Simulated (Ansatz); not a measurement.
The same path of H2O + H5NSi (10 atoms, charge 0, multiplicity 1) was run 3 times with different band settings. Lost on the way: Si1–H2, O8–H10. Made: Si1–O8, H2–H10.

All numbers below come from RKS PBE-D4/6-31G* (Ansatz).

Relaxed end points:

```xyz
10
Properties=species:S:1:pos:R:3
Si 0.362 -0.073 -0.146
H 0.517 0.018 1.340
H 1.734 -0.304 -0.729
H -0.188 1.186 -0.725
N -0.809 -1.364 -0.476
H -0.539 -2.298 -0.157
H -1.110 -1.431 -1.452
O -2.774 0.145 1.009
H -2.278 -0.537 0.485
H -2.561 -0.102 1.930
```

```xyz
10
Properties=species:S:1:pos:R:3
Si -0.331 0.156 -0.662
H -1.303 -1.224 3.092
H 1.062 0.528 -0.254
H -0.645 0.692 -2.033
N -0.658 -1.540 -0.809
H -0.324 -2.217 -0.124
H -0.761 -1.954 -1.734
O -1.245 0.861 0.561
H -2.194 0.638 0.490
H -1.247 -0.700 2.553
```

Common settings: movable images 5; climbing image yes; optimiser quadratic models (default); start path through a guess of the saddle point; iteration limit 60; end points relaxed.

| run | spring | force threshold |
| --- | --- | --- |
| 1 | 5.0 eV/Å² | 0.05 eV/Å |
| 2 | 5.0 eV/Å² | 0.5 eV/Å |
| 3 | 20.0 eV/Å² | 0.05 eV/Å |

**Question.** What does each run give, and how far can it be trusted?

**Answer.** Run 1: converged after 39 iterations, highest image 1.397 eV above the first end. Beside the main top the profile has a ripple of under 15 meV (maxima at images 2, 4), which may be a very shallow well or noise. Neighbouring images differ by up to 2.1 eV, so the band resolves the path poorly. A vibrational analysis at the climbing image gives one clearly imaginary mode, 1291i cm⁻¹: a first-order saddle point.
Run 2: converged after 16 iterations, highest image 1.457 eV above the first end. The threshold of 0.5 eV/Å is loose, so the images may lie well off the minimum-energy path. Beside the main top the profile has a ripple of under 15 meV (maxima at images 2, 4), which may be a very shallow well or noise. Neighbouring images differ by up to 2.0 eV, so the band resolves the path poorly. The order of the stationary point at the top wasn't checked.
Run 3: converged after 35 iterations, highest image 1.397 eV above the first end. Beside the main top the profile has a ripple of under 15 meV (maxima at images 2, 4), which may be a very shallow well or noise. Neighbouring images differ by up to 2.1 eV, so the band resolves the path poorly. Another band between the same ends (5 images) ends at a top of the same energy, where a vibrational analysis finds 1 clearly imaginary mode.
The orbitals stay closed-shell, which can raise the energy where a bond breaks towards radicals; this wasn't checked here.
